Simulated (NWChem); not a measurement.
System: dichloromethane (CH2Cl2); SMILES C(Cl)Cl

```xyz
5

Cl     1.4943     0.0000     0.2120
C      0.0000     0.0000    -0.7637
Cl    -1.4943     0.0000     0.2120
H      0.0000     0.9097    -1.3902
H      0.0000    -0.9097    -1.3902
```
Atoms are numbered in this order, from 1.

Level: PBE-D3(BJ)/def2-SVP (NWChem), optimised geometry, unscaled harmonic frequencies. 

```json
[
 {"frequency (cm⁻¹)": "274", "IR intensity (km/mol)": "0.6"},
 {"frequency (cm⁻¹)": "698", "IR intensity (km/mol)": "12.7"},
 {"frequency (cm⁻¹)": "720", "IR intensity (km/mol)": "147.1"},
 {"frequency (cm⁻¹)": "864", "IR intensity (km/mol)": "1.7"},
 {"frequency (cm⁻¹)": "1113", "IR intensity (km/mol)": "0.0"},
 {"frequency (cm⁻¹)": "1225", "IR intensity (km/mol)": "35.0"},
 {"frequency (cm⁻¹)": "1389", "IR intensity (km/mol)": "0.1"},
 {"frequency (cm⁻¹)": "3034", "IR intensity (km/mol)": "9.7"},
 {"frequency (cm⁻¹)": "3120", "IR intensity (km/mol)": "0.5"}
]
```

The zero-point energy is 17.8 kcal/mol and the thermal correction to the enthalpy at 298.15 K (with zero-point energy) is 20.6 kcal/mol. The heat capacity Cv is 10.4 cal/(mol K). The entropy at 298.15 K and 1 atm (symmetry number 2) is 64.7 cal/(mol K) and the dipole moment is 1.58 D.

Rigid rotor and harmonic oscillator.
